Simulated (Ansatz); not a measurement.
# SiNH2F (SMILES N[Si]F): levels of theory compared

Aim: a comparison of 6 runs (B2PLYP/STO-3G, BHLYP/STO-3G, HSE06/STO-3G, r2SCAN0/STO-3G, RPA@PBE/STO-3G, CCSDTQ/STO-3G) of SiNH2F. 

Program for the calculation: Ansatz 0.2.0.

69 further runs of the same task are left out: 69 set aside as unsound or not needed.

## (1) The system as given

SiNH2F: 5 atoms, total charge 0, spin state singlet. As SMILES, `N[Si]F`. The H4–N1 distance was set to 2.526 Å, away from the relaxed value. At this shape a bond of the SMILES string is far longer than usual.

Bond lengths: N1–Si2 1.702 Å, Si2–F3 1.622 Å, N1–H5 1.008 Å. Angles: N1–Si2–F3 98.5°, Si2–N1–H5 122.2°.

## (2) The energy at B2PLYP/STO-3G (run 1)

The input, job.yaml:

```yaml
crystal:
  periodic: [false, false, false]
  atoms:
    - symbol: "N"
      position_ang: [-1.181343, -1.064137, -0.196401]
    - symbol: Si
      position_ang: [-0.623943, -2.437837, 0.639799]
    - symbol: F
      position_ang: [0.805357, -1.853037, 1.136199]
    - symbol: H
      position_ang: [0.085400, 1.109600, -0.420900]
    - symbol: H
      position_ang: [-2.075743, -1.045137, -0.661301]
basis:
  gaussian:
    orbitals: STO-3G
hamiltonian:
  xc: {name: B2PLYP}
correlation:
  frozen_orbitals: {F: 1, H: 0, "N": 1, Si: 5}
accuracy: high
```

On the command line:

```bash
$ ansatz run job.yaml --threads 1 --pin off --max-ram 2610MiB --events-out events.jsonl --progress --plain --runs-dir runs
```

Log:

```text
Warning: RAYON_NUM_THREADS=1 ignored (pool sized by the plan → 1); use --threads N
Functional definition: B2PLYP
  name "B2PLYP"
  parameter a = 0.53
  parameter c = 0.27
  exchange = (1 - a)*b88_x + a*exact_x
  correlation = (1 - c)*lyp_c + c*(mp2_os + mp2_ss)
381 factors; integrals over basis functions are off by at most 2.8e-8 eV
mean field evaluation 1: about -11937.9389 eV, gradient 4.3e1 eV
mean field evaluation 2: about -11937.9571 eV, gradient 4.3e1 eV
mean field evaluation 4: about -11944.1877 eV, gradient 2.1e1 eV
mean field evaluation 8: about -11947.9084 eV, gradient 1.4e0 eV
mean field evaluation 16: about -11947.9182 eV, gradient 4.6e-4 eV
mean field evaluation 32: about -11945.1457 eV, gradient 5.5e-2 eV
mean field -11947.91815568 eV, -439.0778936313 hartree, gradient 1.5e-8 eV, S^2 0.000000; 1 other end points of the search recorded, 0 dependent functions left out; unrestricted orbitals would lower it
7 core orbitals not correlated: weight in the atoms' cores, before any rotation towards them, 1.000 or more for the frozen orbitals, at most 0.000 for the correlated occupied ones
reference -11947.91817385 eV, -439.0778942992 hartree; 9, 9 occupied and 5, 5 virtual orbitals, 381 factors
second order -9.68104248 eV of doubles, -0.00000000 eV of singles
Total energy: -11950.53205532 eV, -439.1739526715 hartree
```

Run time: 2.7 s. Hardware: 1 thread of Arm Neoverse V1, shared host; peak memory 0.1 GiB.

## (3) A single-point energy at BHLYP/STO-3G (run 2)

The input, in.yaml:

```yaml
crystal:
  periodic: [false, false, false]
  atoms:
    - {symbol: "N", position_ang: [-1.181343, -1.064137, -0.196401]}
    - {symbol: Si, position_ang: [-0.623943, -2.437837, 0.639799]}
    - {symbol: F, position_ang: [0.805357, -1.853037, 1.136199]}
    - {symbol: H, position_ang: [0.085400, 1.109600, -0.420900]}
    - {symbol: H, position_ang: [-2.075743, -1.045137, -0.661301]}
basis:
  gaussian:
    orbitals: STO-3G
hamiltonian:
  xc: {name: BHLYP}
accuracy: high
```

On the command line:

```bash
$ ansatz run in.yaml --threads 1 --pin off --max-ram 2610MiB --events-out events.jsonl --progress --plain --runs-dir runs
```

Log:

```text
Warning: RAYON_NUM_THREADS=1 ignored (pool sized by the plan → 1); use --threads N
Functional definition: BHLYP
  name "BHLYP"
  parameter a = 0.5
  exchange = (1 - a)*b88_x + a*exact_x
  correlation = lyp_c
381 factors; integrals over basis functions are off by at most 2.8e-8 eV
mean field evaluation 1: about -11946.7129 eV, gradient 4.4e1 eV
mean field evaluation 2: about -11929.6075 eV, gradient 7.8e1 eV
mean field evaluation 4: about -11951.7747 eV, gradient 2.6e1 eV
mean field evaluation 8: about -11956.7216 eV, gradient 1.2e0 eV
mean field evaluation 16: about -11956.7429 eV, gradient 5.0e-4 eV
mean field -11956.74294172 eV, -439.4021985367 hartree, gradient 7.4e-8 eV, S^2 0.000000; 0 other end points of the search recorded, 0 dependent functions left out
reference -11956.74296110 eV, -439.4021992490 hartree; 16, 16 occupied and 5, 5 virtual orbitals, 381 factors
Total energy: -11956.74296110 eV, -439.4021992490 hartree
```

Wall time 1.2 s (1 thread of Arm Neoverse V1, shared host); peak memory 0.096 GiB.

Run 3 isn't shown in full; the table further down has it.

## (4) The energy at r2SCAN0/STO-3G (run 4)

The input, molecule.yaml:

```yaml
crystal:
  periodic: [false, false, false]
  atoms:
    - {symbol: N, position_ang: [-1.181343, -1.064137, -0.196401]}
    - {symbol: Si, position_ang: [-0.623943, -2.437837, 0.639799]}
    - {symbol: F, position_ang: [0.805357, -1.853037, 1.136199]}
    - {symbol: H, position_ang: [0.085400, 1.109600, -0.420900]}
    - {symbol: H, position_ang: [-2.075743, -1.045137, -0.661301]}
basis:
  gaussian:
    orbitals: STO-3G
hamiltonian:
  xc: {name: r2SCAN0}
accuracy: high
total_charge: 0
```

On the command line:

```bash
$ ansatz run molecule.yaml --threads 1 --pin off --max-ram 2610MiB --events-out events.jsonl --progress --plain --runs-dir runs
```

Log:

```text
Warning: RAYON_NUM_THREADS=1 ignored (pool sized by the plan → 1); use --threads N
Functional definition: r2SCAN0
  name "r2SCAN0"
  parameter a = 0.25
  parameter k0 = 0.174
  parameter k1 = 0.065
  parameter a1 = 4.9479
  exchange = (1 - a)*r2scan_x(k0 = k0, k1 = k1, a1 = a1) + a*exact_x
  correlation = r2scan_c
381 factors; integrals over basis functions are off by at most 2.8e-8 eV
mean field evaluation 1: about -11943.8014 eV, gradient 4.7e1 eV
mean field evaluation 2: about -11900.5669 eV, gradient 1.2e2 eV
mean field evaluation 4: about -11946.9136 eV, gradient 3.3e1 eV
mean field evaluation 8: about -11955.0609 eV, gradient 1.5e1 eV
mean field evaluation 16: about -11956.7211 eV, gradient 8.6e-9 eV
mean field -11956.72105313 eV, -439.4013941459 hartree, gradient 2.0e-8 eV, S^2 0.000000; 0 other end points of the search recorded, 0 dependent functions left out
reference -11956.72105345 eV, -439.4013941578 hartree; 16, 16 occupied and 5, 5 virtual orbitals, 381 factors
Total energy: -11956.72105345 eV, -439.4013941578 hartree
```

It took 3.3 s on 1 thread of Arm Neoverse V1, shared host; peak memory 0.14 GiB.

Run 5 isn't shown in full; the table further down has it.

## (5) The energy at CCSDTQ/STO-3G (run 6)

The input, run.yaml:

```yaml
crystal:
  periodic: [false, false, false]
  atoms:
    - {symbol: "N", position_ang: [-1.181343, -1.064137, -0.196401]}
    - {symbol: Si, position_ang: [-0.623943, -2.437837, 0.639799]}
    - {symbol: F, position_ang: [0.805357, -1.853037, 1.136199]}
    - {symbol: H, position_ang: [0.085400, 1.109600, -0.420900]}
    - {symbol: H, position_ang: [-2.075743, -1.045137, -0.661301]}
basis:
  gaussian: {orbitals: STO-3G}
correlation: {method: ccsdtq, frozen_orbitals: {F: 1, H: 0, "N": 1, Si: 5}}
accuracy: high
scf: {omitted_lower_state_checks: [cluster_reference, increment]}
```

On the command line:

```bash
$ ansatz run run.yaml --threads 1 --pin off --max-ram 2610MiB --events-out events.jsonl --progress --plain --runs-dir runs
```

Log:

```text
Warning: RAYON_NUM_THREADS=1 ignored (pool sized by the plan → 1); use --threads N
[... 12 lines left out ...]
7 core orbitals not correlated: weight in the atoms' cores, before any rotation towards them, 1.000 or more for the frozen orbitals, at most 0.000 for the correlated occupied ones
[... 59 lines left out ...]
WARN: these amplitudes may be one of several solutions (largest doubles amplitude 0.74, level shift 9.42 eV)
Total energy: -11932.15032603 eV, -438.4984365796 hartree
Checks for a lower state left out: cluster_reference, increment
```

Wall time 17 s (1 thread of Arm Neoverse V1, shared host); peak memory 0.15 GiB.

## (6) The series

```tsv
run	level	frozen core orbitals	energy (Eh)	wall time
1	B2PLYP/STO-3G	7	-439.173953	2.7 s
2	BHLYP/STO-3G	–	-439.402199	1.2 s
3	HSE06/STO-3G	–	-439.222365	1.7 s
4	r2SCAN0/STO-3G	–	-439.401394	3.3 s
5	RPA@PBE/STO-3G	7	-438.540127	3.3 s
6	CCSDTQ/STO-3G	7	-438.498437	17 s
```

## (7) Results

| quantity | value |
| --- | --- |
| run 6: total energy | -438.49844 Eh |
| run 6: correlation energy (7 core orbitals frozen) | -315.9 mEh |
| run 6: T1 diagnostic | 0.039 |

What this shows: Totals of different functionals can't be ranked against each other. In runs 1, 5, 6 the log says that unrestricted orbitals would lower the reference, so the values rest on an unstable closed-shell determinant (other closed-shell runs at this shape may share the fault). In runs 1, 2, 3, 4, 5, 6 the basis is minimal, so the values are rough. In runs 1, 2, 3, 4, 5 a closed-shell determinant meets a far-stretched bond, which it describes badly. All runs together took 29 s, the longest 17 s.
